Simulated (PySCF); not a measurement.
Molecule: `C1(/C=N/C)CC1`, C5H9N.

Bonds (- single, = double, # triple, : aromatic): C1-N2, N2=C3, C3-C4, C4-C5, C5-C6, C6-C4. C1 carries H7, H8, H9; C3 carries H10; C4 carries H11; C5 carries H12, H13; C6 carries H14, H15. Stereochemistry as in C/N=C/C1CC1. H13, H15 are cis to C3 on the ring; H12, H14 are trans to C3 on the ring.

Frames of a GFN2-xTB Langevin trajectory at 300 K; GIAO PBE0/pcSseg-1 shieldings in PySCF 2.14, gas phase, non-relativistic; equivalent atoms averaged within each frame.

Shifts are taken against calculated references (same method and geometry level): TMS for 13C (σ = 186.93 ppm) and 1H (σ = 31.72 ppm); 15N (σ = 267.73 ppm) vs NH3. The references are static minima.

How do the shifts (ppm) fluctuate along the trajectory?

## Answers


| time (fs) | C3 | C1 | C4 | C5/C6 | N2 | H10 | H7/H8/H9 | H11 | H12/H14 | H13/H15 |
| --- | --- | --- | --- | --- | --- | --- | --- | --- | --- | --- |
| optimised geometry | 170.0 | 51.2 | 20.6 | 7.0 | 361.6 | 6.85 | 3.58 | 1.79 | 0.80 | 0.46 |
| 250 | 167.0 | 59.4 | 19.1 | 9.9 | 372.3 | 7.45 | 4.56 | 1.87 | 1.19 | 0.87 |
| 425 | 162.9 | 37.2 | 19.5 | 10.7 | 365.9 | 6.58 | 2.58 | 2.55 | 1.34 | 1.50 |
| 625 | 179.3 | 48.9 | 21.5 | 12.6 | 407.6 | 7.01 | 3.92 | 2.51 | 0.91 | 0.66 |
| 800 | 169.6 | 51.4 | 28.2 | 4.3 | 374.3 | 6.97 | 3.98 | 3.18 | 0.36 | -0.17 |
| 1000 | 175.3 | 47.5 | 21.7 | 9.2 | 364.7 | 7.23 | 3.89 | 2.11 | 1.03 | 0.50 |
| mean of frames | 170.8 | 48.9 | 22.0 | 9.3 | 376.9 | 7.05 | 3.79 | 2.44 | 0.97 | 0.67 |
| standard deviation | 6.5 | 8.0 | 3.7 | 3.1 | 17.6 | 0.33 | 0.73 | 0.50 | 0.37 | 0.60 |

5 frames give an uncertainty of the mean of about the standard deviation over 2.2 at best, since frames this close in time may not be independent; classical motion lacks zero-point vibration, and the reference would need the same averaging.
